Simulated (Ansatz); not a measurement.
Where CCSD(T) holds and where it slips

Each species is computed at the geometry given (Å), with frozen cores, in Ansatz 0.2.0: RHF-CCSD(T) for singlets, UHF-CCSD(T) otherwise, and full CI in the same basis. The program picks the determinant by trial CCSD, so it needn't be the lowest Hartree–Fock solution. States: [H···H···SiH2] A', Al2⁺ Πu, H2O⁺ B1. Cases whose determinant has another symmetry than full CI's state, or whose (Q) step broke down, weren't drawn.

Judging by size, spin and bonding, rank them by the size of CCSD(T)'s error in total energy against full CI in the same basis, smallest first (an estimate).
A. [H···H···SiH2], singlet, 6-31G: H -2.721 0.055 0.000; H -1.610 0.055 0.000; Si 0.104 0.055 0.000; H 0.716 -0.819 1.090; H 0.716 -0.819 -1.090
B. H2O⁺, doublet, cc-pVDZ: O 0.000 -0.111 0.000; H 0.000 0.883 -1.415; H 0.000 0.883 1.415
C. Al2⁺, doublet, cc-pVTZ: Al 0.000 0.000 0.000; Al 0.000 0.000 2.479

A (24.8 meV), C (53.8 meV), B (160.4 meV).

```csv
species,basis,correlated electrons,CCSD(T) − full CI (meV),CCSDT(Q) − full CI (meV),unpaired electrons (full CI),T1,⟨S²⟩ of the determinant
"[H···H···SiH2], singlet",6-31G,8,24.8,0.7,0.35,0.025,0.00
"Al2⁺, doublet",cc-pVTZ,5,53.8,1.1,1.22,0.025,0.77
"H2O⁺, doublet",cc-pVDZ,7,160.4*,-0.5,1.30,0.113,1.84
```

Unpaired electrons are Σ n²(2−n)² over natural occupations; an open shell counts its own unpaired electrons too. Frozen cores follow each run's orbitals, which moves totals by a few meV. An asterisk marks runs whose energy the program itself flagged as in doubt.
